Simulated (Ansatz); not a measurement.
**Property card for TiAl**

Computed with DFT PBEsol, scalar-relativistic, plane waves, PAW (Ansatz).

Plane waves to 420 eV, a k mesh through Γ of 14×14×14 on the computed 2-atom cell and Gaussian smearing (0.10 eV); no spin polarisation.

The structure is relaxed at this level of theory with its symmetry kept.

```
CELL_PARAMETERS angstrom
3.15630 0.00000 0.00000
0.00000 3.15630 0.00000
0.00000 0.00000 3.15630
ATOMIC_POSITIONS crystal
Ti 0.50000 0.50000 0.50000
Al 0.00000 0.00000 0.00000
```

Question: Formation energy from the elements' standard states (uncorrected)?

Answer: -0.270 eV/atom.

Question: Density of states at the Fermi level?

Answer: 2.66 states/eV per cell.

Question: Löwdin character within 0.5 eV of the Fermi level?

Answer: Ti 3d 83 %, Al 3p 10 %.

Question: Bulk modulus?

Answer: 119 GPa.

Question: Its pressure derivative?

Answer: 3.9.

Question: Bader charges (e)?

Answer: Ti (1 in the cell) 0.56, Al (1 in the cell) -0.56.